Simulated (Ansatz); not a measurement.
# CS, singlet: cost against accuracy

Geometry (MP2(full)/6-31G*, from the G2/97 set):

```json
{"atom": "C", "x (Å)": "0.0000", "y (Å)": "0.0000", "z (Å)": "0.0000"}
{"atom": "S", "x (Å)": "0.0000", "y (Å)": "0.0000", "z (Å)": "1.5447"}
```

Measured, as an electronic atomization energy: 716.9 kJ/mol (G2/97 heats of formation of molecule and atoms, with zero-point and thermal terms from B3LYP taken off; Curtiss et al., J. Chem. Phys. 106, 1063 (1997), Staroverov et al., J. Chem. Phys. 119, 12129 (2003)). The measured value holds scalar relativity and spin–orbit coupling, which all computed ones lack, and core correlation, which the wave-function levels lack. Atoms are taken at the same level; beside RHF, RMP2 and RCC rows they are unrestricted. Truncated CI is not size-consistent. The atoms' steps beyond CCSDT(Q) are taken from restricted open-shell runs, which share full CI's core. Ansatz 0.2.0; the 6-31G* set has Cartesian d functions; a miss is computed less measured; times are wall times on shared hosts and scatter by a factor of two or so.

| level | basis | miss (kJ/mol) | time of the run | hardware |
| --- | --- | --- | --- | --- |
| RMP2 | STO-3G | -43.6 | – | – |
| RCCSD(T) | STO-3G | -46.6 | 0.18 s | 1 CPU thread |
| RCCSDT(Q) | STO-3G | -44.0 | 0.43 s | 1 CPU thread |
| r2SCAN | STO-3G | 70.4 | 0.46 s | 1 CPU thread |
| wB97M-V | STO-3G | 63.6 | 0.67 s | 1 CPU thread |
| RHF | 6-31G | -479.2 | 0.21 s | 1 CPU thread |
| RMP2 | 6-31G | -197.9 | – | – |
| RCCSD(T) | 6-31G | -211.5 | 0.24 s | 1 CPU thread |
| RCCSDT(Q) | 6-31G | -208.9 | 0.79 s | 1 CPU thread |
| RCCSDTQ | 6-31G | -208.7 | 5.5 s | 1 CPU thread |
| MRCISD+Q (valence space) | 6-31G | -209.1 | 1.9 s | 1 CPU thread |
| PBE | 6-31G | -79.4 | 0.39 s | 1 CPU thread |
| r2SCAN | 6-31G | -129.2 | 0.76 s | 1 CPU thread |
| wB97M-V | 6-31G | -138.2 | 1.2 s | 1 CPU thread |
| B2PLYP | 6-31G | -164.7 | 0.36 s | 1 CPU thread |
| RHF | 6-31G* | -331.5 | 0.3 s | 1 CPU thread |
| RMP2 | 6-31G* | -44.0 | – | – |
| RCCSD(T) | 6-31G* | -63.0 | 0.33 s | 1 CPU thread |
| PBE | 6-31G* | 19.5 | 0.24 s | 1 CPU thread |
| r2SCAN | 6-31G* | -26.1 | 0.6 s | 1 CPU thread |
| wB97M-V | 6-31G* | -16.1 | 0.91 s | 1 CPU thread |
| B2PLYP | 6-31G* | -38.6 | 0.42 s | 1 CPU thread |
| RHF | cc-pV(D+d)Z | -322.3 | 0.33 s | 1 CPU thread |
| RCCSD(T) | cc-pV(D+d)Z | -66.6 | 0.39 s | 1 CPU thread |
| RCCSDT(Q) | cc-pV(D+d)Z | -63.6 | 2.2 s | 1 CPU thread |
| RCCSDTQ | cc-pV(D+d)Z | -63.9 | 14 s | H100 + 5 CPU threads |
| MRCISD+Q (valence space) | cc-pV(D+d)Z | -69.8 | 2.4 s | 1 CPU thread |
| PBE | cc-pV(D+d)Z | 27.9 | 0.33 s | 1 CPU thread |
| B3LYP | cc-pV(D+d)Z | -30.7 | 0.36 s | 1 CPU thread |
| RHF | cc-pV(T+d)Z | -313.9 | 1.1 s | 1 CPU thread |
| RCCSD(T) | cc-pV(T+d)Z | -33.0 | 2.5 s (with forces) | 1 CPU thread |
| PBE | cc-pV(T+d)Z | 33.1 | 0.39 s | 1 CPU thread |
| wB97M-V | cc-pV(T+d)Z | -1.2 | 1.6 s (with forces) | 1 CPU thread |
| B2PLYP | cc-pV(T+d)Z | -14.3 | 0.76 s | 1 CPU thread |
| RCCSD(T) | cc-pV(Q+d)Z | -15.4 | 3.6 s | 1 CPU thread |
| MRCISD+Q (valence space) | cc-pV(Q+d)Z | -19.5 | 6 s | H100 + 5 CPU threads |
| PBE | cc-pV(Q+d)Z | 34.7 | 0.6 s | 1 CPU thread |
| r2SCAN | cc-pV(Q+d)Z | -10.6 | 1.4 s | 1 CPU thread |
| B3LYP | cc-pV(Q+d)Z | -21.2 | 0.82 s | 1 CPU thread |
| wB97M-V | cc-pV(Q+d)Z | 1.0 | 2.3 s | 1 CPU thread |

HF's time is that of a plain UHF run. A dash: the level came out of a higher level's run.

A composite of the best parts (restricted reference, at this geometry, which isn't the minimum of the high levels):

```json
{"part": "Hartree–Fock limit (T, Q; exp(−5.46 √X))", "kJ/mol": "405.62"}
{"part": "CCSD(T) correlation limit (T, Q; X⁻³)", "kJ/mol": "307.94"}
{"part": "CCSDT − CCSD(T) (QZ)", "kJ/mol": "-2.28"}
{"part": "(Q) (QZ)", "kJ/mol": "4.59"}
{"part": "CCSDTQ − CCSDT(Q) (DZ)", "kJ/mol": "-0.33"}
{"part": "sum", "kJ/mol": "715.5"}
{"part": "sum less measured", "kJ/mol": "-1.4"}
```
